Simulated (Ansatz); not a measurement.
Computed with PBE0-D3(BJ)/def2-TZVP (Ansatz, a first-principles code). No frequencies were computed at this level.

Ansatz 0.2 input:
```yaml
crystal:
  periodic: [false, false, false]
  atoms:
    - { symbol: N, position_ang: [-0.000395, 0.388549, -0.000001] }
    - { symbol: H, position_ang: [0.830162, -0.193432, -0.000003] }
    - { symbol: H, position_ang: [-0.829768, -0.195117, 0.000003] }
basis:
  gaussian: { orbitals: def2-tzvp }
hamiltonian:
  xc: pbe0
  dispersion: d3bj
relax:
  max_steps: 150
magnetization:
  spin_polarized: true
  initial_magnetization: 1
```

Output:

```
Functional definition: PBE0
243 factors; their error is unknown
mean field evaluation 1: about -1517.0300 eV, gradient 2.4e1 eV
mean field evaluation 2: about -1516.3403 eV, gradient 2.7e1 eV
mean field evaluation 4: about -1519.3084 eV, gradient 8.4e-2 eV
mean field evaluation 8: about -1519.3069 eV, gradient 1.9e-3 eV
mean field -1519.30690323 eV, -55.8334988704 hartree, gradient 6.4e-5 eV, S^2 0.753563; 0 other end points of the search recorded, 0 dependent functions left out
reference -1519.30691790 eV, -55.8334994097 hartree; 5, 4 occupied and 38, 39 virtual orbitals, 243 factors
relax step   1: F+E_penalty+E_count = -1519.31664540 eV  Δ(F+E_penalty+E_count) = +0.000e0 eV  max|allowed force component| = 1.120e0 eV/Å  Δτ_max = 0.0000 Å  (25 SCF iters, accepted)
these checks for a lower state are left out or cut short: starts, cluster_reference, orbital_swaps, neighbouring_geometries, increment
243 factors; their error is unknown
mean field evaluation 16: about -1519.3303 eV, gradient 1.8e-1 eV
mean field -1519.33035458 eV, -55.8343606917 hartree, gradient 9.8e-6 eV, S^2 0.753582; 0 other end points of the search recorded, 0 dependent functions left out
reference -1519.33036914 eV, -55.8343612269 hartree; 5, 4 occupied and 38, 39 virtual orbitals, 243 factors
relax step   2: F+E_penalty+E_count = -1519.34009917 eV  Δ(F+E_penalty+E_count) = -2.345e-2 eV  max|allowed force component| = 5.498e-1 eV/Å  Δτ_max = 0.0190 Å  (30 SCF iters, accepted)
these checks for a lower state are left out or cut short: starts, cluster_reference, orbital_swaps, neighbouring_geometries, increment
243 factors; their error is unknown
mean field -1519.33773631 eV, -55.8346319652 hartree, gradient 1.0e-5 eV, S^2 0.753600; 0 other end points of the search recorded, 0 dependent functions left out
reference -1519.33775075 eV, -55.8346324960 hartree; 5, 4 occupied and 38, 39 virtual orbitals, 243 factors
relax step   3: F+E_penalty+E_count = -1519.34748360 eV  Δ(F+E_penalty+E_count) = -7.384e-3 eV  max|allowed force component| = 4.416e-2 eV/Å  Δτ_max = 0.0200 Å  (29 SCF iters, accepted)
these checks for a lower state are left out or cut short: starts, cluster_reference, orbital_swaps, neighbouring_geometries, increment
243 factors; their error is unknown
mean field evaluation 32: about -1519.3378 eV, gradient 1.8e-1 eV
mean field -1519.33785959 eV, -55.8346364957 hartree, gradient 1.0e-5 eV, S^2 0.753608; 0 other end points of the search recorded, 0 dependent functions left out
reference -1519.33787404 eV, -55.8346370266 hartree; 5, 4 occupied and 38, 39 virtual orbitals, 243 factors
relax step   4: F+E_penalty+E_count = -1519.34760650 eV  Δ(F+E_penalty+E_count) = -1.229e-4 eV  max|allowed force component| = 2.748e-2 eV/Å  Δτ_max = 0.0039 Å  (31 SCF iters, accepted)
these checks for a lower state are left out or cut short: starts, cluster_reference, orbital_swaps, neighbouring_geometries, increment
243 factors; their error is unknown
mean field -1519.33788405 eV, -55.8346373947 hartree, gradient 1.0e-5 eV, S^2 0.753604; 0 other end points of the search recorded, 0 dependent functions left out
reference -1519.33789850 eV, -55.8346379257 hartree; 5, 4 occupied and 38, 39 virtual orbitals, 243 factors
relax step   5: F+E_penalty+E_count = -1519.34763102 eV  Δ(F+E_penalty+E_count) = -2.452e-5 eV  max|allowed force component| = 1.064e-4 eV/Å  Δτ_max = 0.0009 Å  (32 SCF iters, accepted)
243 factors; their error is unknown
mean field evaluation 64: about -1519.3379 eV, gradient 1.2e-5 eV
mean field -1519.33788405 eV, -55.8346373947 hartree, gradient 1.0e-5 eV, S^2 0.753604; 1 other end points of the search recorded, 0 dependent functions left out
reference -1519.33789850 eV, -55.8346379257 hartree; 5, 4 occupied and 38, 39 virtual orbitals, 243 factors
Total energy: -1519.34764547 eV, -55.8349961201 hartree
Atom 0 at    -0.000433     0.425687    -0.000001 Å, force     0.000000    -0.000106     0.000000 eV/Å
Atom 1 at     0.804396    -0.212027    -0.000003 Å, force    -0.000070     0.000053     0.000000 eV/Å
Atom 2 at    -0.803964    -0.213660     0.000003 Å, force     0.000070     0.000053    -0.000000 eV/Å
Dipole moment:     0.000412    -0.406151     0.000001 e Å
```

Cost: around 2.4 core-seconds (rough).
